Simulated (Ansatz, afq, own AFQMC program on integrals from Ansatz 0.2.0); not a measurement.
Atomization energy of SiHO, quartet

```yaml
atoms:
  - { symbol: Si, position_ang: [0.0000, -0.0944, 0.5921] }
  - { symbol: O, position_ang: [0.0000, 0.0915, -1.1262] }
  - { symbol: H, position_ang: [0.0000, 1.1795, 1.3768] }
```

Connectivity, by distances: SiH–O.

Atoms in their ground-state spins without spin–orbit coupling (mostly on UHF) minus the molecule (UHF), without zero-point energy. The geometry is a stationary point, not shown to be a minimum.

Basis cc-pVDZ. Only valence electrons are correlated. Integrals, coupled cluster, full CI and functionals: Ansatz 0.2.0; the random walks run on the same integrals in our own AFQMC program. The CISD trial takes its coefficients from CCSD amplitudes. Released means that phaseless walkers are propagated on without the constraint, phases kept. Free AFQMC starts from the CCSD state and is never constrained. Its projection time is finite, and what remains of the start isn't in its error. ± is one standard error of the sampling. The errors of all members are added in quadrature.

No full CI on the walks' own integrals is used here; CCSDT(Q) serves as the reference and is uncertain by about the last step of the cluster series. Each member takes its own surest rung, up to full CI.

Errors are counted within cc-pVDZ, not against nature.

Cautions: SiHO (quartet): lower spins were not checked.

Reference (CCSDT(Q)): 452.2 kJ/mol.

| level | atomization energy (kJ/mol) | error against CCSDT(Q) (kJ/mol) |
| --- | --- | --- |
| HF | 321.9 | -130.3 |
| MP2 | 460.2 | 8.0 |
| CCSD | 441.7 | -10.5 |
| CCSD(T) | 450.0 | -2.2 |
| CCSDT | 451.3 | -0.9 |
| ph-AFQMC/HF | 460.9 ± 4.6 | 8.7 ± 4.6 |
| ph-AFQMC/CISD | 450.8 ± 1.0 | -1.4 ± 1.0 |
| released AFQMC | 453.4 ± 2.0 | 1.2 ± 2.0 |
| free AFQMC | 451.7 ± 1.2 | -0.4 ± 1.2 |

Correlation beyond CCSD(T) adds 2.2 kJ/mol. The perturbative (T) step is worth +8.3 kJ/mol.

Free projections are given only where their last times agree within the noise and don't stop above the reference; a slow remainder of the start can still hide under it. A walk keeps the symmetry of its determinant, which the program's search chose and which needn't be the lowest solution, so a lower state of the same spin and another symmetry isn't excluded. Released energies are given only where the last usable release times agree within the noise; a slower fall can still hide under it.
